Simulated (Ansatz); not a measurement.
What a trial cell of Rb2Tl relaxes into

Theory: DFT PBE, scalar-relativistic, plane waves, PAW in Ansatz 0.2.0. Cutoff 420 eV, Γ-centred k mesh, Gaussian smearing, no spin polarisation in the final step.

Rb2Tl was placed on the AlB2 structure type (P6/mmm, No. 191), with Tl in place of Al, Rb in place of B, at a guessed volume.

```xyz
3
Lattice="4.8128 0.0000 0.0000 -2.4064 4.1680 0.0000 0.0000 0.0000 5.1965" Properties=species:S:1:pos:R:3 pbc="T T T"
Rb    0.0000    2.7787    2.5983
Rb    2.4064    1.3893    2.5983
Tl    0.0000    0.0000    0.0000
```

Cell and atoms relax at zero pressure; the relaxation can't lower the symmetry of the start. After a coarse first stage the cell is made exact in the group found at 0.06 Å.

The zero of energy is the elements' standard structures at the same level; no fitted shifts are applied.

(1) What does it relax into?

(2) What are its volume, energy, density and gap?

Results:

(1) It keeps P6/mmm (No. 191), but not the shape of the type it started on. Conventional cell: a = 6.826 Å, c = 3.954 Å. Around Rb lie 5 Rb at 3.94–3.95 Å and 6 Tl at 4.41 Å; Tl is coordinated by 2 Tl at 3.95 Å and 12 Rb at 4.41 Å.

```xyz
3
Lattice="6.8256 0.0000 0.0000 -3.4128 5.9111 0.0000 0.0000 0.0000 3.9543" Properties=species:S:1:pos:R:3 pbc="T T T"
Rb    0.0000    3.9408    1.9771
Rb    3.4128    1.9704    1.9771
Tl    0.0000    0.0000    0.0000
```

(2) The volume per atom is 53.18 Å³. The density is 3.91 g/cm³. The energy over the elements is 0.10 eV/atom. The gap on the 12×12×12 mesh is 0 eV (a metal).

The final run used a 12×12×12 mesh on its 3-atom cell and 0.10 eV smearing. The k mesh leaves about 4 meV/atom of noise in metals. Spin–orbit coupling is left out. Symmetry constrained the relaxation, so the result can be a saddle point. The steps took about 2.9 core-minutes in all.